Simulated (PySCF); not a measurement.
**The first ionisation energy along group 15**

All values are computed (PySCF 2.14, energy differences of UHF-based or UKS calculations, no spin-orbit coupling). Values in eV. The last column holds reference values (NIST; (s) semi-empirical, (t) theoretical, else measured). Unmarked ones compare directly (S terms, centres of terms, or small fine structure); those marked * lie between the lowest fine-structure levels and include a spin-orbit shift.

```tsv
element	configurations	UHF	LDA	PBE0	r2SCAN	MP2 (valence)	SCS-MP2 (valence)	reference
N (aug-cc-pVQZ with one added diffuse shell each of s, p, d, f, g type, non-relativistic)	[He] 2s2 2p3 → [He] 2s2 2p2	13.894	15.007	14.702	14.805	14.619	14.354	14.545
P (aug-cc-pV(Q+d)Z with one added diffuse shell each of s, p, d, f, g type, non-relativistic)	[Ne] 3s2 3p3 → [Ne] 3s2 3p2	9.906	10.578	10.530	10.625	10.526	10.346	10.526
As (aug-cc-pVQZ-PP with one added diffuse shell each of s, p, d, f, g type with ECP10MDF, ECP)	[Ar] 3d10 4s2 4p3 → [Ar] 3d10 4s2 4p2	9.409	9.981	9.912	10.065	9.931	9.778	10.008
Sb (aug-cc-pVQZ-PP with one added diffuse shell each of s, p, d, f, g type with ECP28MDF, ECP)	[Kr] 4d10 5s2 5p3 → [Kr] 4d10 5s2 5p2	8.576	9.121	9.040	9.167	9.027	8.899	9.124
Bi (aug-cc-pVQZ-PP with one added diffuse shell each of s, p, d, f, g type with ECP60MDF, ECP)	[Xe] 4f14 5d10 6s2 6p3 → [Xe] 4f14 5d10 6s2 6p2	8.206	8.753	8.638	8.761	8.588	8.470	7.286 *
```

| method | elements | mean error (eV) | mean absolute error (eV) | largest error (eV) |
| --- | --- | --- | --- | --- |
| UHF | 4 | -0.604 | 0.604 | -0.651 |
| LDA | 4 | 0.121 | 0.136 | 0.462 |
| PBE0 | 4 | -0.005 | 0.085 | 0.157 |
| r2SCAN | 4 | 0.115 | 0.115 | 0.260 |
| MP2 (valence) | 4 | -0.025 | 0.062 | -0.097 |
| SCS-MP2 (valence) | 4 | -0.207 | 0.207 | -0.229 |

For Bi a determinant mixes LS terms or the coupling is close to jj, so these rows are model values.

Errors include the incompleteness of the basis and the frozen core.

"Valence" correlates the outer s and p shells and, in groups 3 to 12 and the f block, the outer d or f shell, open or full, or the next shell where the ion has no valence electron left; the wider scheme adds the next inner shell.
